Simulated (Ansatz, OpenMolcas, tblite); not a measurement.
## A small benchmark: dipole moment

10 molecules holding an element from Na to Cl; the dipole moment in D, computed less measured. Shapes, held fixed at every level: PBE0-D4/def2-TZVP. No vibrational averaging. Dipoles are compared by magnitude; molecules under 1 D, whose direction can flip, are left out. Programs: Ansatz 0.2.0, OpenMolcas 26.06, tblite 0.8.0. Measured values: NIST CCCBDB.

Levels: A = IPEA1-xTB; B = PBE-D4/def2-TZVPP; C = B3LYP/6-31G* (spherical functions); D = B3LYP-D4/def2-TZVPP; E = wB97M-V/def2-TZVPP.

```
                    molecule  measured      A      B      C      D      E
     SF2 (sulfur difluoride)      1.05  +0.68  -0.15  +0.09  +0.07  +0.10
       CH2Cl2 (SMILES ClCCl)      1.60  +1.22  -0.04  +0.21  +0.03  +0.03
  SO2F2 (SMILES O=S(=O)(F)F)      1.12  -0.66  -0.01  +0.06  +0.01  +0.04
       C2H3Cl (SMILES C=CCl)      1.45  +1.20  -0.19  +0.06  -0.10  -0.07
         CH4S (methanethiol)      1.52  +0.41  +0.01  +0.20   0.00  -0.01
   C2H3ClO (SMILES CC(=O)Cl)      2.72  +0.81  -0.05  +0.05  +0.06  +0.06
C2H4Cl2 (1,1-dichloroethane)      2.06  +1.23  -0.10  +0.11  -0.04  -0.04
       C2H5Cl (chloroethane)      2.05  +1.05  -0.07  +0.11  -0.01  -0.01
    C2H6S (dimethyl sulfide)      1.50  +0.52  +0.01  +0.20  +0.02  +0.01
    C3H5Cl (SMILES C/C=C/Cl)      1.97  +1.20  -0.16   0.00  -0.10  -0.09
```

Task: Sum up the errors.

Result: 
```csv
level,kind,mean error,mean absolute error,worst case
IPEA1-xTB,semi-empirical,+0.766,0.898,C2H4Cl2
PBE-D4/def2-TZVPP,GGA,-0.075,0.079,C2H3Cl
B3LYP/6-31G* (spherical functions),global hybrid,+0.109,0.109,CH2Cl2
B3LYP-D4/def2-TZVPP,global hybrid,-0.006,0.044,C2H3Cl
wB97M-V/def2-TZVPP,range-separated hybrid,+0.002,0.046,SF2
```

On this set B3LYP-D4/def2-TZVPP has the smallest mean absolute error and IPEA1-xTB the largest. IPEA1-xTB is too high in 9 of 10; PBE-D4/def2-TZVPP is too low in 8 of 10; B3LYP/6-31G* (spherical functions) is too high in 9 of 10. The levels differ in basis as well as in method. The smallest two are near a tie. The set is small.
